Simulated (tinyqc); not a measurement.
Worked calculation: geometry optimisation on the RHF/sto-3g surface (energies and gradients from PySCF), for H2F+, spin multiplicity 1. One step of it, computed by the program tinyqc.

Question. Step 1: move. Quasi-Newton step p = -H^(-1) g (first H = 0.15 times the unit matrix); steps longer than 0.5 bohr are cut back.

positions at the start (bohr):
```
,x,y,z
1F,-0.045353,-0.024566,-0.007559
2H,-0.030236,1.559024,1.101710
3H,-0.043464,-1.557134,1.046908
```

gradient (hartree/bohr):
```
,x,y,z
1F,-0.00042194,-0.03152727,-0.03766568
2H,0.00039790,0.04034609,0.02990243
3H,0.00002404,-0.00881882,0.00776325
```

Give: positions after step 1.

Answer.

positions after step 1 (bohr):
```
,x,y,z
1F,-0.0425,0.1856,0.2435
2H,-0.0329,1.2901,0.9024
3H,-0.0436,-1.4983,0.9952
```
